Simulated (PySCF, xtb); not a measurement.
NO₂, SMILES [O]N=O (connectivity only; charge and spin as stated), charge -1, multiplicity 1.

The structure is a stationary point at B3LYP-D3(BJ)/def2-TZVPD. The spin state was assumed, not searched. The isomer is the one that the SMILES or the coordinates give; other isomers of the formula were not compared.

Computed with C-PCM-B3LYP/def2-SVPD in PySCF.

The values are the electrostatic part of the solvation free energy, E(continuum) − E(gas) at the gas-phase geometry, in a cavity of scaled van der Waals radii (PySCF's table); cavitation and dispersion terms are not included. In vacuum the orbital gap is 5.08 eV.

Computed values in water (ε = 78.36), tetrahydrofuran (ε = 7.43), N,N-dimethylformamide (ε = 37.22):
| solvent | ε | ΔG(elec) (kcal/mol) | gap (eV) |
|---|---|---|---|
| water | 78.36 | -67.0 | 5.13 |
| tetrahydrofuran | 7.43 | -58.7 | 5.13 |
| N,N-dimethylformamide | 37.22 | -66.1 | 5.13 |

For comparison, GFN2-xTB/ALPB(water) (xtb, at the GFN2-xTB geometry, all terms of that model) gives -71.6 kcal/mol.
